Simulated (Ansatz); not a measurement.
The input, for Ansatz 0.2.0:

```yaml
crystal:
  periodic: [false, false, false]
  atoms:
    - {symbol: B, position_ang: [0.000000, 0.000000, 1.521500]}
    - {symbol: B, position_ang: [0.000000, 0.000000, 0.000000]}
    - {symbol: B, position_ang: [0.000000, 0.000000, -1.521500]}
basis:
  gaussian: {orbitals: cc-pVDZ}
magnetization: {spin_polarized: false, initial_magnetization: 5}
correlation: {method: ccsdt, electrons: outside_noble_gas, diis_vectors: 2}
scf: {lower_state_search: full}
output: {forces: true}
```

```sh
$ ansatz run in.yaml --threads 1 --pin off --events-out ev --progress --plain --max-ram 2393MiB
```

Q: Roughly how long does this take on 1 thread of Arm Neoverse V1, shared host, and how much host memory?

A: 72 s wall and 0.71 GiB.

```
732 factors; integrals over basis functions are off by at most 1.7e-7 eV
mean field evaluation 1: about -2005.6677 eV, gradient 1.1e1 eV
mean field evaluation 2: about -2005.6714 eV, gradient 1.1e1 eV
mean field evaluation 4: about -2007.5587 eV, gradient 1.5e0 eV
mean field evaluation 8: about -2007.6056 eV, gradient 1.2e-3 eV
mean field evaluation 16: about -2007.6020 eV, gradient 2.5e-1 eV
mean field evaluation 32: about -1928.7439 eV, gradient 1.1e2 eV
mean field evaluation 64: about -1868.4216 eV, gradient 2.0e2 eV
mean field evaluation 96: about -2007.6047 eV, gradient 2.1e-1 eV
mean field evaluation 128: about -2007.5366 eV, gradient 2.0e0 eV
mean field evaluation 160: about -2007.5594 eV, gradient 1.5e0 eV
mean field -2007.60556361 eV, -73.7781436589 hartree, gradient 2.4e-6 eV, S^2 8.750000; 7 other end points of the search recorded, 0 dependent functions left out
...
3 core orbitals not correlated: weight in the atoms' cores, before any rotation towards them, 1.000 or more for the frozen orbitals, at most 0.000 for the correlated occupied ones
reference -2007.60556361 eV, -73.7781436589 hartree; 7, 2 occupied and 32, 37 virtual orbitals, 732 factors
second order -3.26958406 eV of doubles, -0.03449227 eV of singles
...
cycle  14  -4.37146715 eV  change    1.6e-5 eV  update   2.6e-5
cycle  15  -4.37145853 eV  change    8.6e-6 eV  update   1.6e-5
cycle  16  -4.37145707 eV  change    1.5e-6 eV  update   1.0e-5
cycle  17  -4.37145864 eV  change   -1.6e-6 eV  update   6.1e-6
cycle  18  -4.37146168 eV  change   -3.0e-6 eV  update   4.1e-6
cycle  19  -4.37146398 eV  change   -2.3e-6 eV  update   2.5e-6
cycle  20  -4.37146574 eV  change   -1.8e-6 eV  update   1.5e-6
cycle  21  -4.37146721 eV  change   -1.5e-6 eV  update   1.0e-6
cycle  22  -4.37146792 eV  change   -7.1e-7 eV  update   6.2e-7
cycle  23  -4.37146832 eV  change   -4.1e-7 eV  update   4.2e-7
the calculation of the forces begins
Total energy: -2011.97703194 eV, -73.9387921567 hartree
Atom 0 at     0.000000     0.000000     1.521500 Å, force     0.000000    -0.000000     3.017459 eV/Å
Atom 1 at     0.000000     0.000000     0.000000 Å, force     0.000000     0.000000    -0.000000 eV/Å
Atom 2 at     0.000000     0.000000    -1.521500 Å, force    -0.000000    -0.000000    -3.017459 eV/Å
Dipole moment:    -0.000000    -0.000000     0.000000 e Å
```

Forces (eV/Å):
```
B    0.000  0.000  3.017
B    0.000  0.000  0.000
B    0.000  0.000 -3.017
```
